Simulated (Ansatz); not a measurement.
A calculation with Ansatz (development build ahead of 0.2.0).

```yaml
crystal:
  periodic: [false, false, false]
  atoms:
    - { symbol: C, position_ang: [-0.96992, -0.16041, 0.01206] }
    - { symbol: C, position_ang: [0.17057, 0.67876, 0.42069] }
    - { symbol: C, position_ang: [0.85657, -0.38832, -0.32931] }
    - { symbol: H, position_ang: [-1.49491, 0.02276, -0.91824] }
    - { symbol: H, position_ang: [-1.32647, -0.96672, 0.64212] }
    - { symbol: H, position_ang: [0.37032, 0.67827, 1.48829] }
    - { symbol: H, position_ang: [0.20383, 1.6552, -0.05356] }
    - { symbol: H, position_ang: [1.04223, -0.29484, -1.39288] }
    - { symbol: H, position_ang: [1.21288, -1.28251, 0.16858] }
basis:
  gaussian: { orbitals: def2-SVP }
total_charge: 1
magnetization:
  spin_polarized: true
  initial_magnetization: 1
hamiltonian:
  xc: hf
output:
  forces: true
```

The input is written out in the form of the current development build from the run's settings.

Results

```yaml
Converged: yes
Total_energy: -116.66051 hartree
Spin_squared_of_the_determinant: 0.780
Stability_test: minimum
```

Forces (eV/Å):
```tsv
atom	Fx	Fy	Fz
C1	0.005	0.007	-0.003
C2	0.000	-0.006	0.002
C3	-0.003	0.005	0.002
H4	0.005	-0.001	0.008
H5	0.002	0.003	0.001
H6	-0.003	-0.004	-0.011
H7	-0.002	-0.008	-0.001
H8	0.001	0.000	0.006
H9	-0.004	0.004	-0.003
```
